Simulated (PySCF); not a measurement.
**Static response to an electric field**

C₆H₉ (charge +1).
Cartesian coordinates in Å at the PBE0-D3(BJ)/def2-SVP level; atoms count from 1:
```
atom  x, y, z in Å
C1    -2.4687   -0.0547    0.4898
C2    -1.2747   -0.0576   -0.4495
C3     0.0311    0.0034    0.2064
C4     0.7780    0.0734    1.3500
C5     1.4136    0.0303    0.1420
C6     2.6465    0.0425   -0.6365
H7    -2.4504   -0.9216    1.1659
H8    -3.3990   -0.1040   -0.0911
H9    -2.5012    0.8617    1.0963
H10   -1.2965    0.7859   -1.1656
H11   -1.2499   -0.9512   -1.1016
H12    0.8280    0.1213    2.4398
H13    3.4718   -0.4222   -0.0803
H14    2.5095   -0.4298   -1.6178
H15    2.9186    1.1005   -0.8051
```

Level: B3LYP/def2-SVPD (PySCF), static field, nuclei fixed, core orbitals frozen in the response. The polarisability tensor in these axes (au):

```
x   80.13  1.28 -2.24
y    1.28 46.31  0.34
z   -2.24  0.34 61.66
```

Question: What are the eigenvalues, a third of the trace, and Δα (Δα² = ½Σ(αi − αj)² over the three pairs)?

Answer: Principal values 46.25, 61.40 and 80.44 au; mean 62.70 au = 9.29 Å³ = 10.34 × 10⁻⁴⁰ C²·m²/J; Δα = 29.67 au (47 % of the mean).

Question: Directions of the eigenvectors, and the extent of the frame along each?

Answer: Largest value along (0.99, 0.04, -0.12), where the nuclei span 6.81 Å; middle along (0.12, 0.03, 0.99), 3.85 Å; least along (-0.04, 1.00, -0.03), 1.88 Å. The response follows the extents in order.

Question: In TDDFT the mean static polarisability is Σ f/ω² over all singlet excitations (ω in hartree). How much of it do the 6 lowest give? Their energies (eV) and oscillator strengths: 6.46, 0.0010; 6.52, 0.0002; 6.72, 0.0022; 6.73, 0.0165; 6.87, 0.0806; 6.92, 0.0007.

Answer: They add up to 1.60 au, 2.6 % of the 62.70 au; the largest single term is 1.27 au, from the state at 6.87 eV. Terms in order: 0.02, 0.00, 0.04, 0.27, 1.27, 0.01 au. Higher excitations give the rest. The strengths listed sum to 0.101.

Question: Give the eigenvalues of the traceless quadrupole moment Θ = ½Σq(3rr − r²1), origin at the centre of nuclear charge.

Answer: -11.46, -1.60, 13.06 D·Å. The values depend on the origin, since the species is charged. The electronic extent ⟨r²⟩ about the same centre is 746 bohr², a root-mean-square distance of 2.18 Å for the 44 electrons.

Question: What depolarisation ratio follows for Rayleigh scattering of linearly polarised light, taking the static tensor?

Answer: ρ = 3Δα²/(45ᾱ² + 4Δα²) = 2641.5/(176908 + 3522.0) = 0.0146.

Isolated species at its PBE0-D3(BJ)/def2-SVP geometry (one conformer only).
